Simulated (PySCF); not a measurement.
BH2(CH2SiH3), CH7BSi.
InChI=1S/CH7BSi/c2-1-3/h1-2H2,3H3

The closed-shell ground state was solved at several levels (PySCF, density fitting, gas phase, non-relativistic). Geometry: PBE0-D3(BJ)/def2-SVP, one conformer, isolated molecule.

```csv
level,basis functions,total energy (Eh),HOMO (eV),LUMO (eV),gap (eV),dipole (D)
PBE0/pcSseg-1,93,-356.3974,-9.08,-1.39,7.69,0.88
CAM-B3LYP/def2-SVPD,120,-356.4536,-10.44,-0.33,10.11,0.91
```

(1) Estimate the row for wB97X-D/pcSseg-1, a basis of 93 functions; the other rows only guide the guess.

(2) Over all these levels, which gives the widest orbital gap and which the narrowest?

(3) How far do the dipole and the HOMO energy spread over the levels?

Results:

(1) Total energy -356.5950 Eh, HOMO -10.97 eV, LUMO 0.50 eV, gap 11.47 eV, dipole 0.82 D.

(2) wB97X-D/pcSseg-1 (range-separated hybrid) has the widest, 11.47 eV, and PBE0/pcSseg-1 (global hybrid, 25 % exact exchange) the narrowest, 7.69 eV. The two share the basis. From the narrowest to the widest the HOMO moves by -1.89 eV and the LUMO by +1.89 eV.

(3) The dipole runs from 0.82 to 0.91 D (mean 0.87 D) and the HOMO from -10.97 to -9.08 eV.

The pairwise dispersion term of wB97X-D wasn't added to the energies; at a given geometry it leaves orbitals and properties as they are.
